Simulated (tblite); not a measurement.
Species: C₄H₈ClF.
SMILES with atom numbers: `[CH3:1][C:2]([CH3:3])([Cl:4])[CH2:5][F:6]` (hydrogens: H7, H8, H9 on C1; H10, H11, H12 on C3; H13, H14 on C5)

Computed with GFN2-xTB (tblite), gas phase: nudged elastic band of 9 images (0 to 8), spring 0.2 eV/Å², climbing image at the end, force threshold 0.05 eV/Å. No saddle search or frequency run followed, so the top image need not be a first-order saddle, and its height can exceed the method's true barrier by a kcal/mol or more.

The band describes a rotation about C2–C5 (sp3 C–Cl carbon, sp3 C–F carbon), followed by the dihedral C3–C2–C5–F6, from the optimised start (63°) to a second optimised geometry at 176°.

Q: How does the energy change from image to image?

A: 
| image | dihedral (°) | E (eV) | C2–C5 (Å) | C3···F6 (Å) | largest true force (eV/Å) |
| --- | --- | --- | --- | --- | --- |
| 0 | 63 | 0.000 | 1.530 | 2.91 | 0.01 |
| 1 | 78 | 0.027 | 1.533 | 3.07 | 0.07 |
| 2 | 92 | 0.079 | 1.538 | 3.23 | 0.08 |
| 3 | 107 | 0.127 | 1.541 | 3.38 | 0.06 |
| 4 | 121 | 0.151 | 1.542 | 3.50 | 0.04 |
| 5 | 135 | 0.146 | 1.540 | 3.60 | 0.03 |
| 6 | 149 | 0.121 | 1.536 | 3.66 | 0.05 |
| 7 | 163 | 0.092 | 1.531 | 3.70 | 0.05 |
| 8 | 176 | 0.078 | 1.529 | 3.72 | 0.01 |

Barriers of this band. The top is image 4 at 121°: 0.151 eV forward and 0.073 eV back; the end lies 0.078 eV above the start. The central bond is 0.012 Å longer at the top than at the start.

Q: What rate follows at 298 K for crossing this barrier forward?

A: Taking the electronic barrier for the free energy of activation (no zero-point or entropy terms, transmission 1), rate = (kT/h)·exp(−ΔE/kT) ≈ 2 × 10^10 s⁻¹, whose inverse is 6 × 10^-11 s. An error of 1 kcal/mol in the barrier changes this by a factor of 5, and the method and the loose band can each miss by that much or more.

Q: How would the two end points share their population at 298 K, from these energies alone?

A: exp(−ΔE/kT) with ΔE = 0.078 eV gives 0.048 for the higher one (end) against 1 for the lower, without vibrational, rotational or degeneracy terms.

The cost below is that of the whole band run. On one thread, Intel Xeon Platinum 8488C (x86_64), on a shared host, this took 1.8 s wall and 0.18 GiB of memory at its peak.
